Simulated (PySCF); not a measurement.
**Stretching F₂⁺**

Set-up: basis F pcseg-1; no relativity; PySCF 2.14. Energies in eV from F⁺ + F in their ground configurations at the same level. State: ²Πg (doublet), unpaired electrons π ↑.

All columns are PBE.

```
R (Å)  E (eV)  HOMO (eV)  LUMO (eV)  Mayer bond order  ⟨S²⟩
1.111  -2.824     -20.56     -20.28              1.38  0.75
1.163  -3.659     -20.94     -20.66              1.40  0.75
1.214  -4.169     -21.24     -20.97              1.42  0.75
1.253  -4.393     -21.43     -21.16              1.43  0.75
1.292  -4.515     -21.59     -21.32              1.44  0.75
1.331  -4.556     -21.73     -21.46              1.45  0.75
1.382  -4.515     -21.87     -21.61              1.46  0.75
1.447  -4.352     -22.00     -21.74              1.47  0.75
1.525  -4.054     -22.10     -21.85              1.48  0.75
1.628  -3.574     -22.16     -21.92              1.49  0.75
```

The state was picked by a PBE0 search and need not be the measured ground state.
